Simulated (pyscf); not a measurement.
## Hydrogen shift: •O–CH₂–CH₂–OH → HO–CH•–CH₂–OH

Gas phase, doublet surface, charge 0. Bonds broken: C1–H5. Bonds formed: O3–H5. PySCF, gas phase, ωB97X-D3(BJ)/def2-SVP geometries.

Transition state (Å):

```xyz
9

C     -0.8080     0.1670    -0.3644
C      0.1639    -0.2573    -1.4316
O      0.0796    -1.6157    -1.0174
O     -2.0323     0.6877    -0.6799
H     -0.7667    -1.1438    -0.1336
H     -0.3950     0.6367     0.5390
H      1.1824     0.1615    -1.3468
H     -0.2092    -0.0846    -2.4619
H     -2.2783     0.4068    -1.5702
```

One imaginary mode, 1949i cm⁻¹; descent along it reached the two sides named, in the forms told below.

```tsv
bond	change	reactant side (Å)	saddle	product side
C1–H5	breaks	1.110	1.332	2.486
O3–H5	forms	2.8	1.311	0.965
```

Electronic energies relative to the reactant's lowest minimum found (kcal/mol):

```json
[
 {"level": "ωB97X-D3(BJ)/def2-TZVP", "barrier": "30.9", "reaction energy": "-8.9", "reverse barrier": "39.8"},
 {"level": "PBE/def2-TZVP", "barrier": "22.5", "reaction energy": "-10.2", "reverse barrier": "32.7"},
 {"level": "r²SCAN/def2-TZVP", "barrier": "26.7", "reaction energy": "-9.9", "reverse barrier": "36.6"},
 {"level": "B3LYP-D3(BJ)/def2-TZVP", "barrier": "29.1", "reaction energy": "-9.1", "reverse barrier": "38.2"},
 {"level": "PBE0-D3(BJ)/def2-TZVP", "barrier": "28.1", "reaction energy": "-9.8", "reverse barrier": "37.9"},
 {"level": "M06-2X/def2-TZVP", "barrier": "31.0", "reaction energy": "-10.9", "reverse barrier": "41.9"},
 {"level": "ωB97M-D3(BJ)/def2-TZVP", "barrier": "30.7", "reaction energy": "-9.7", "reverse barrier": "40.4"},
 {"level": "HF/def2-TZVP", "barrier": "50.7", "reaction energy": "+0.5", "reverse barrier": "50.1"}
]
```

With ωB97M-D3(BJ)/def2-TZVP energies and thermal terms (ideal gas, 1 atm, RRHO with modes under 100 cm⁻¹ raised to 100, one conformer, R ln 2 for chiral ones without a mode under 150 cm⁻¹), in kcal/mol:

```json
[
 {"T (K)": "298", "ΔH‡": "27.7", "ΔG‡": "28.1", "ΔH": "-9.0", "ΔG": "-9.2"},
 {"T (K)": "600", "ΔH‡": "27.5", "ΔG‡": "28.6", "ΔH": "-8.8", "ΔG": "-9.5"},
 {"T (K)": "900", "ΔH‡": "27.3", "ΔG‡": "29.2", "ΔH": "-8.7", "ΔG": "-9.8"},
 {"T (K)": "1200", "ΔH‡": "27.0", "ΔG‡": "29.9", "ΔH": "-8.7", "ΔG": "-10.2"}
]
```

On the product side the descent ends in a point that may be a rotor saddle (no frequency run), 3.5 kcal/mol over the lowest minimum found and 36.3 kcal/mol under the saddle at ωB97X-D3(BJ)/def2-TZVP. The same reactants have a lower exit, to H₂C=O + •H₂C–OH (no saddle counted: cutting one bond, which may have a small barrier of its own, costs +14.2 kcal/mol at ωB97M-D3(BJ)/def2-TZVP, against +30.7 kcal/mol here). •O–CH₂–CH₂–OH lies 10.6 kcal/mol over its isomer H₃C–CH(O•)–OH (electronic energy, ωB97M-D3(BJ)/def2-TZVP). One saddle was located; it need not be the lowest between these sides.
